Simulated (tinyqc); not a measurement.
Worked calculation: UHF in the sto-6g basis, for CH2, spin multiplicity 3. One step of it, computed by the program tinyqc.

Task: Iteration 2: building the Fock matrix. J_ij = sum D_kl (ij|kl) with D = D(alpha) + D(beta), K_ij = sum D_kl (ik|jl) for each spin; F = H + J - K(s); E = tr D H + tr D J / 2 - 0.5 sum_s tr D(s) K(s) + E_nn.

D(alpha) after iteration 1, lower triangle:
```
            1C 1s      1C 2s    1C 2px     1C 2py    1C 2pz      2H 1s     3H 1s
1C 1s    1.057787
1C 2s   -0.236582   0.987035
1C 2px   0.000000   0.000000  1.000000
1C 2py   0.000000   0.000000  0.000000   0.250403
1C 2pz   0.061020  -0.330409  0.000000   0.000000  0.512802
2H 1s   -0.005865  -0.036797  0.000000   0.240085  0.294550   0.429618
3H 1s   -0.005865  -0.036797  0.000000  -0.240085  0.294550  -0.030767  0.429618
```

D(beta) after iteration 1, lower triangle:
```
            1C 1s     1C 2s    1C 2px     1C 2py    1C 2pz      2H 1s     3H 1s
1C 1s    1.040465
1C 2s   -0.158407  0.643820
1C 2px   0.000000  0.000000  0.000000
1C 2py   0.000000  0.000000  0.000000   0.231311
1C 2pz  -0.009822  0.040647  0.000000   0.000000  0.002566
2H 1s   -0.060950  0.192791  0.000000   0.236867  0.012169   0.300470
3H 1s   -0.060950  0.192791  0.000000  -0.236867  0.012169  -0.184643  0.300470
```

core Hamiltonian H = T + V (hartree), lower triangle:
```
             1C 1s      1C 2s     1C 2px     1C 2py     1C 2pz      2H 1s      3H 1s
1C 1s   -18.716462
1C 2s    -4.300235  -5.438696
1C 2px    0.000000   0.000000  -4.398932
1C 2py    0.000000   0.000000   0.000000  -4.526851
1C 2pz   -0.010006  -0.105860   0.000000   0.000000  -4.429110
2H 1s    -0.617840  -1.595069   0.000000  -1.303911  -0.649385  -3.001904
3H 1s    -0.617840  -1.595069   0.000000   1.303911  -0.649385  -0.252124  -3.001904
```

Two-electron integrals (ij|kl) in chemists' order, unique and non-zero (hartree):
```
(11|11) 3.543743    (21|11) 0.529462    (21|21) 0.100317    (22|11) 0.853596
(22|21) 0.199930    (22|22) 0.624844    (31|31) 0.021271    (32|31) 0.031868
(32|32) 0.138108    (33|11) 0.853598    (33|21) 0.199930    (33|22) 0.624843
(33|33) 0.673218    (41|41) 0.021271    (42|41) 0.031868    (42|42) 0.138108
(43|43) 0.036281    (44|11) 0.853598    (44|21) 0.199930    (44|22) 0.624843
(44|33) 0.600655    (44|44) 0.673218    (51|51) 0.021271    (52|51) 0.031868
(52|52) 0.138108    (53|53) 0.036281    (54|54) 0.036281    (55|11) 0.853598
(55|21) 0.199930    (55|22) 0.624843    (55|33) 0.600655    (55|44) 0.600655
(55|55) 0.673218    (61|11) 0.079222    (61|21) 0.014466    (61|22) 0.028420
(61|33) 0.028314    (61|41) 0.000854    (61|42) 0.001667    (61|44) 0.028571
(61|51) 0.000415    (61|52) 0.000810    (61|54) 0.000125    (61|55) 0.028374
(61|61) 0.002145    (62|11) 0.213538    (62|21) 0.050887    (62|22) 0.178188
(62|33) 0.173765    (62|41) 0.004651    (62|42) 0.032579    (62|44) 0.184501
(62|51) 0.002259    (62|52) 0.015824    (62|54) 0.005215    (62|55) 0.176298
(62|61) 0.007599    (62|62) 0.070998    (63|31) 0.005113    (63|32) 0.027085
(63|43) 0.006158    (63|53) 0.002991    (63|63) 0.007995    (64|11) 0.174931
(64|21) 0.042224    (64|22) 0.156311    (64|33) 0.148711    (64|41) 0.008359
(64|42) 0.052922    (64|44) 0.169509    (64|51) 0.001577    (64|52) 0.012549
(64|54) 0.007111    (64|55) 0.150712    (64|61) 0.006572    (64|62) 0.073696
(64|64) 0.083041    (65|11) 0.084966    (65|21) 0.020509    (65|22) 0.075923
(65|33) 0.072231    (65|41) 0.001577    (65|42) 0.012549    (65|44) 0.076351
(65|51) 0.005879    (65|52) 0.033180    (65|54) 0.008159    (65|55) 0.079185
(65|61) 0.003192    (65|62) 0.035795    (65|64) 0.036451    (65|65) 0.025700
(66|11) 0.385605    (66|21) 0.093618    (66|22) 0.373508    (66|33) 0.355013
(66|41) 0.009682    (66|42) 0.093295    (66|44) 0.399905    (66|51) 0.004703
(66|52) 0.045315    (66|54) 0.021804    (66|55) 0.365604    (66|61) 0.014144
(66|62) 0.198252    (66|64) 0.226043    (66|65) 0.109793    (66|66) 0.774999
(71|11) 0.079222    (71|21) 0.014466    (71|22) 0.028420    (71|33) 0.028314
(71|41) -0.000854   (71|42) -0.001667   (71|44) 0.028571    (71|51) 0.000415
(71|52) 0.000810    (71|54) -0.000125   (71|55) 0.028374    (71|61) 0.002070
(71|62) 0.007041    (71|64) 0.005601    (71|65) 0.002968    (71|66) 0.012903
(71|71) 0.002145    (72|11) 0.213538    (72|21) 0.050887    (72|22) 0.178188
(72|33) 0.173765    (72|41) -0.004651   (72|42) -0.032579   (72|44) 0.184501
(72|51) 0.002259    (72|52) 0.015824    (72|54) -0.005215   (72|55) 0.176298
(72|61) 0.007041    (72|62) 0.046644    (72|64) 0.035955    (72|65) 0.022891
(72|66) 0.097878    (72|71) 0.007599    (72|72) 0.070998    (73|31) 0.005113
(73|32) 0.027085    (73|43) -0.006158   (73|53) 0.002991    (73|63) 0.004752
(73|73) 0.007995    (74|11) -0.174931   (74|21) -0.042224   (74|22) -0.156311
(74|33) -0.148711   (74|41) 0.008359    (74|42) 0.052922    (74|44) -0.169509
(74|51) -0.001577   (74|52) -0.012549   (74|54) 0.007111    (74|55) -0.150712
(74|61) -0.005601   (74|62) -0.035955   (74|64) -0.023997   (74|65) -0.017363
(74|66) -0.073075   (74|71) -0.006572   (74|72) -0.073696   (74|74) 0.083041
(75|11) 0.084966    (75|21) 0.020509    (75|22) 0.075923    (75|33) 0.072231
(75|41) -0.001577   (75|42) -0.012549   (75|44) 0.076351    (75|51) 0.005879
(75|52) 0.033180    (75|54) -0.008159   (75|55) 0.079185    (75|61) 0.002968
(75|62) 0.022891    (75|64) 0.017363    (75|65) 0.015749    (75|66) 0.050324
(75|71) 0.003192    (75|72) 0.035795    (75|74) -0.036451   (75|75) 0.025700
(76|11) 0.031127    (76|21) 0.007435    (76|22) 0.026839    (76|33) 0.026202
(76|44) 0.027093    (76|51) 0.000560    (76|52) 0.004141    (76|55) 0.027221
(76|61) 0.001075    (76|62) 0.009178    (76|64) 0.008406    (76|65) 0.005091
(76|66) 0.023576    (76|71) 0.001075    (76|72) 0.009178    (76|74) -0.008406
(76|75) 0.005091    (76|76) 0.001505    (77|11) 0.385605    (77|21) 0.093618
(77|22) 0.373508    (77|33) 0.355013    (77|41) -0.009682   (77|42) -0.093295
(77|44) 0.399905    (77|51) 0.004703    (77|52) 0.045315    (77|54) -0.021804
(77|55) 0.365604    (77|61) 0.012903    (77|62) 0.097878    (77|64) 0.073075
(77|65) 0.050324    (77|66) 0.215845    (77|71) 0.014144    (77|72) 0.198252
(77|74) -0.226043   (77|75) 0.109793    (77|76) 0.023576    (77|77) 0.774999
```

nuclear repulsion = 4.87884019 hartree

Give: Coulomb J; exchange K(alpha); exchange K(beta); F(alpha); F(beta); total energy of this density.

Result:

Coulomb J (hartree), lower triangle:
```
         1C 1s  1C 2s  1C 2px  1C 2py  1C 2pz  2H 1s  3H 1s
1C 1s   11.214
1C 2s    2.024  4.929
1C 2px   0.000  0.000   4.905
1C 2py   0.000  0.000   0.000   4.983
1C 2pz   0.002  0.062   0.000   0.000   4.898
2H 1s    0.296  1.431   0.000   1.272   0.626  3.240
3H 1s    0.296  1.431   0.000  -1.272   0.626  0.216  3.240
```

exchange K(alpha) (hartree), lower triangle:
```
         1C 1s   1C 2s  1C 2px  1C 2py  1C 2pz  2H 1s  3H 1s
1C 1s    3.634
1C 2s    0.590   0.952
1C 2px   0.000   0.000   0.857
1C 2py   0.000   0.000   0.000   0.603
1C 2pz  -0.002  -0.084   0.000   0.000   0.652
2H 1s    0.093   0.330   0.000   0.296   0.175  0.576
3H 1s    0.093   0.330   0.000  -0.296   0.175  0.044  0.576
```

exchange K(beta) (hartree), lower triangle:
```
        1C 1s  1C 2s  1C 2px  1C 2py  1C 2pz  2H 1s  3H 1s
1C 1s   3.582
1C 2s   0.544  0.658
1C 2px  0.000  0.000   0.138
1C 2py  0.000  0.000   0.000   0.515
1C 2pz  0.001  0.088   0.000   0.000   0.156
2H 1s   0.082  0.301   0.000   0.277   0.080  0.476
3H 1s   0.082  0.301   0.000  -0.277   0.080  0.011  0.476
```

F(alpha) (hartree), lower triangle:
```
          1C 1s   1C 2s  1C 2px  1C 2py  1C 2pz   2H 1s   3H 1s
1C 1s   -11.136
1C 2s    -2.866  -1.462
1C 2px    0.000   0.000  -0.351
1C 2py    0.000   0.000   0.000  -0.147
1C 2pz   -0.006   0.040   0.000   0.000  -0.182
2H 1s    -0.415  -0.495   0.000  -0.328  -0.198  -0.338
3H 1s    -0.415  -0.495   0.000   0.328  -0.198  -0.081  -0.338
```

F(beta) (hartree), lower triangle:
```
          1C 1s   1C 2s  1C 2px  1C 2py  1C 2pz   2H 1s   3H 1s
1C 1s   -11.085
1C 2s    -2.820  -1.168
1C 2px    0.000   0.000   0.368
1C 2py    0.000   0.000   0.000  -0.059
1C 2pz   -0.009  -0.132   0.000   0.000   0.313
2H 1s    -0.404  -0.465   0.000  -0.309  -0.103  -0.238
3H 1s    -0.404  -0.465   0.000   0.309  -0.103  -0.047  -0.238
```

total energy of this density = -38.70157 hartree
